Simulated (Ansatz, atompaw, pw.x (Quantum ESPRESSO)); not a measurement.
From atom to crystal: PAW (atompaw) potential for N (Z = 7)

N (Z = 7), PAW, made with atompaw 4.2.0.5 (PBEsol, scalar-relativistic). Core [He], reference 2s2 2p3. Waves: 2s (bound): rc 2.05 bohr; 2s channel at -1.05 Ry: rc 2.05 bohr; 2p (bound): rc 2.05 bohr; 2p channel at 1.7 Ry: rc 2.05 bohr; 3d channel at 0.45 Ry: rc 1.95 bohr; 3d channel at 1.45 Ry: rc 2.05 bohr. Local part: bessel scheme, radius 1.85 bohr. Core correction: smooth core density matched at 2.05 bohr. Augmentation charge: gaussian compensation charge, radius 2.00 bohr; PAW radius 2.05 bohr; waves and projectors: custom rrkj vanderbiltortho.

Atomic tests: cutoffs needed: 15 Ry and 21 Ry (the cutoffs (Ry, on a coarse ladder) from which the occupation-weighted sum of valence levels, in a spherical-Bessel basis at the reference potential, stays within 10 and 1 mRy of its value at 400 Ry); ghost test: no extra level below or beside the all-electron valence levels (s, p, d, f tested) (spherical-Bessel basis up to 400 Ry, 20 bohr box); lowest eigenvalue of the overlap operator: 0.23 (p channel).

Crystal test: bcc N in pw.x 7.5, no spin, 18³ k-points, Fermi–Dirac smearing 0.01 Ry, cutoffs 40/400 Ry. The reference is all-electron LAPW (Ansatz 0.2.0) with the same functional, mesh and smearing; V0 and B0 come from Birch–Murnaghan fits to the pressures at five volumes. Errors are pseudo minus all-electron; Δ is the rms difference of the E(V) curves that follow from these fits, minima aligned, over ±6 % about the mean V0. Mesh and smearing are coarse, so the numbers serve the comparison and aren't converged zero-temperature values; the lattice is a test structure that the element need not adopt. Spin polarisation is left out.

```tsv
V (Å³/atom)	P all-electron (GPa)	P pseudo (GPa)
6.552	11.27	13.04
6.725	4.87	6.40
6.897	-0.77	0.48
7.069	-5.74	-4.63
7.242	-10.12	-9.19
```

All-electron: a0 = 2.395 Å (V0 = 6.87 Å³/atom), B0 = 214.6 GPa.

Pseudopotential: mean pressure error (GPa): +1.31; a0 (Å): 2.400; a0 error (%): +0.20; B0 error (%): +1.4; Δ (meV/atom): 2.0. The largest radius (2.05 bohr) exceeds half the bond length (1.96 bohr), so the spheres overlap, which is one possible source of error among others.

At the middle volume, how do free energy and pressure move when the wave cutoff is lowered (ecutrho held at 400 Ry)?

```csv
cutoff (Ry),shift of F (meV/atom),shift of P (GPa)
18,+285.2,+9.38
24,+90.6,-4.74
32,+3.1,-0.66
```

Input at the middle volume:

```
&control
  calculation='scf', prefix='x', pseudo_dir='./', outdir='./tmp', tstress=.true., disk_io='none'
/
&system
  ibrav=0, nat=1, ntyp=1, ecutwfc=40, ecutrho=400, nbnd=9,
  occupations='smearing', smearing='fd', degauss=0.01
/
&electrons
  conv_thr=1e-09, mixing_beta=0.4, electron_maxstep=70
/
ATOMIC_SPECIES
N 1.0 N.UPF
CELL_PARAMETERS angstrom
  -1.19913132 1.19913132 1.19913132
  1.19913132 -1.19913132 1.19913132
  1.19913132 1.19913132 -1.19913132
ATOMIC_POSITIONS crystal
N 0.0000 0.0000 0.0000
K_POINTS automatic
18 18 18 0 0 0
```

```bash
pw.x < N.scf.in > N.scf.out
```

Lines of the output:

```
Message from routine setup:
     using ibrav=0 with symmetry is DISCOURAGED, use correct ibrav instead
     lattice parameter (alat)  =       3.9249  a.u.
     unit-cell volume          =      46.5433 (a.u.)^3
     number of electrons       =         5.00
     number of Kohn-Sham states=            9
     kinetic-energy cutoff     =      40.0000  Ry
     charge density cutoff     =     400.0000  Ry
     scf convergence threshold =      1.0E-09
     Exchange-correlation= SLA PW PSX PSC
     number of k points=   195  Fermi-Dirac smearing, width (Ry)=  0.0100
     iteration #  1     ecut=    40.00 Ry     beta= 0.40
     total energy              =     -27.50416997 Ry
     estimated scf accuracy    <       0.00249473 Ry
     iteration #  2     ecut=    40.00 Ry     beta= 0.40
     total energy              =     -27.50579096 Ry
     estimated scf accuracy    <       0.00109101 Ry
     iteration #  3     ecut=    40.00 Ry     beta= 0.40
     total energy              =     -27.50585977 Ry
     estimated scf accuracy    <       0.00001656 Ry
     iteration #  4     ecut=    40.00 Ry     beta= 0.40
     total energy              =     -27.50586895 Ry
     estimated scf accuracy    <       0.00000004 Ry
     iteration #  5     ecut=    40.00 Ry     beta= 0.40
     total energy              =     -27.50586900 Ry
     estimated scf accuracy    <       0.00000004 Ry
     iteration #  6     ecut=    40.00 Ry     beta= 0.40
     total energy              =     -27.50586829 Ry
     estimated scf accuracy    <       0.00000003 Ry
     iteration #  7     ecut=    40.00 Ry     beta= 0.40
     total energy              =     -27.50586832 Ry
     estimated scf accuracy    <       0.00000007 Ry
     iteration #  8     ecut=    40.00 Ry     beta= 0.40
     total energy              =     -27.50586832 Ry
     estimated scf accuracy    <       0.00000004 Ry
     iteration #  9     ecut=    40.00 Ry     beta= 0.40
     total energy              =     -27.50586832 Ry
     estimated scf accuracy    <       0.00000004 Ry
     iteration # 10     ecut=    40.00 Ry     beta= 0.40
     total energy              =     -27.50586833 Ry
     estimated scf accuracy    <       0.00000004 Ry
     iteration # 11     ecut=    40.00 Ry     beta= 0.40
     total energy              =     -27.50586839 Ry
     estimated scf accuracy    <       0.00000004 Ry
     iteration # 12     ecut=    40.00 Ry     beta= 0.40
     the Fermi energy is     9.3651 ev
!    total energy              =     -27.50586845 Ry
     estimated scf accuracy    <          6.9E-10 Ry
     smearing contrib. (-TS)   =      -0.00233213 Ry
     The total energy is F=E-TS. E is the sum of the following terms:
     one-electron contribution =       4.06124705 Ry
     hartree contribution      =       1.86022149 Ry
     xc contribution           =      -4.74702753 Ry
     ewald contribution        =     -20.07494274 Ry
     one-center paw contrib.   =      -8.60303458 Ry
     convergence has been achieved in  12 iterations
          total   stress  (Ry/bohr**3)                   (kbar)     P=        4.83
     Message from routine punch:
     Nothing written, as per user request (disk_io='none')
```

The run at the middle volume (195 k-points, 12 iterations) took about 9.7 s on one core of a shared host (Intel(R) Xeon(R) Platinum 8259CL CPU @ 2.50GHz, 96 threads, 755 GiB, load 33).
